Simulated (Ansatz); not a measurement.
# CHSi (doublet): wave-function methods side by side at distance Si1–C2 = 1.356 Å, cc-pVDZ

One table from this session's results is given with a row withheld; the runs are named, their logs left out.

Program: Ansatz 0.2.0, Gaussian basis. Level of theory: cc-pVDZ, core rule «outside noble gas», up to 6 orbitals frozen. These are calculated values, not measurements.

To be run: UHF; CCSD(T) on ROHF; CCSD(T) on UHF; BCCD(T) on ROHF; CISD; CCSDT(Q) on ROHF; CCSDT(Q) on UHF; CASSCF and MRCISD+Q, 3 electrons in 3 orbitals; CASSCF and NEVPT2, 3 electrons in 3 orbitals; CASSCF and MRCISD+Q, 9 electrons in 9 orbitals; CASSCF and NEVPT2, 9 electrons in 9 orbitals.

26 further runs of the same task are left out: 6 for a known fault of the program, 3 for a mislabelled method, 12 that didn't finish, 5 set aside as unsound or not needed.

**What is computed**

The geometry derives from a PBE0/def2-TZVP stationary point (not a proven minimum). One bond is set to the value named and the two fragments are kept rigid.

3 atoms, charge 0, spin multiplicity 2.

Atoms are counted from 1 here; the program's logs count them from 0.

Bond lengths: Si1–C2 1.356 Å, C2–H3 1.079 Å. Angles: Si1–C2–H3 180.0°.

The first run:

File in.yaml:

```yaml
crystal:
  periodic: [false, false, false]
  atoms:
    - {symbol: Si, position_ang: [0.000000, 0.000000, 1.263808]}
    - {symbol: C, position_ang: [0.000000, 0.000000, -0.092192]}
    - {symbol: H, position_ang: [0.000000, 0.000000, -1.171615]}
basis:
  gaussian: {orbitals: cc-pVDZ}
magnetization: {spin_polarized: true, initial_magnetization: 1}
hamiltonian: {xc: hf}
output: {orbitals: {seedname: orbitals}}
```

Started as:

```console
$ ansatz run in.yaml --threads 1 --pin off --events-out ev --progress --plain --max-ram 2393MiB
```

Among the steps run: UHF; CCSD(T) on ROHF; CCSD(T) on UHF; BCCD(T) on ROHF; CISD; CCSDT(Q) on ROHF; CCSDT(Q) on UHF; CASSCF and MRCISD+Q, 3 electrons in 3 orbitals; CASSCF and NEVPT2, 3 electrons in 3 orbitals; CASSCF and MRCISD+Q, 9 electrons in 9 orbitals; CASSCF and NEVPT2, 9 electrons in 9 orbitals.

One of the session's tables, all rows but one given; the rest of the session is left out.

| method | from UCCSDT(Q) (meV) |
| --- | --- |
| ROHF | +5751.8 |
| UHF | +5672.3 |
| RMP2 | +999.2 |
| UMP2 | +1005.6 |
| CISD | +581.8 |
| RCCSD | ? |
| UCCSD | +214.1 |
| RCCSD(T) | +40.3 |
| UCCSD(T) | +40.1 |
| BCCD(T) | +39.9 |
| RCCSDT | +13.5 |
| UCCSDT | +13.1 |
| RCCSDT(Q) | +0.7 |
| UCCSDT(Q) | 0 |
| CASSCF valence | +3466.4 |
| NEVPT2 valence | +851.5 |
| MRCISD valence | +218.0 |
| MRCISD+Q valence | +25.9 |

Q: Estimate the row for RCCSD from the others.

**Answer.** from UCCSDT(Q) (meV): +216.3. In the column «from UCCSDT(Q) (meV)» it lies between UCCSD (+214.1) and MRCISD valence (+218.0).

Among the levels timed on like hardware and quicker than the yardstick, those that no quicker one beats, quickest first: CISD (1.8 s, +581.8 meV); BCCD(T) (3.2 s, +39.9 meV); MRCISD+Q valence (9 s, +25.9 meV); RCCSDT(Q) (14 s, +0.7 meV).

Left out of the table: CASSCF pair, NEVPT2 pair, MRCISD pair, MRCISD+Q pair (the active space lost an orbital or holds another state than full CI finds).

Caveats from the session: Of the multireference levels listed MRCISD+Q valence comes nearest in total energy (+25.9 meV), which doesn't show that its space is the better one. Restricted and unrestricted rows rest on different reference determinants; where their highest levels disagree by more than a few hundredths of an eV, they describe different states and don't form one ladder. Warnings in the runs' records: passed over end.
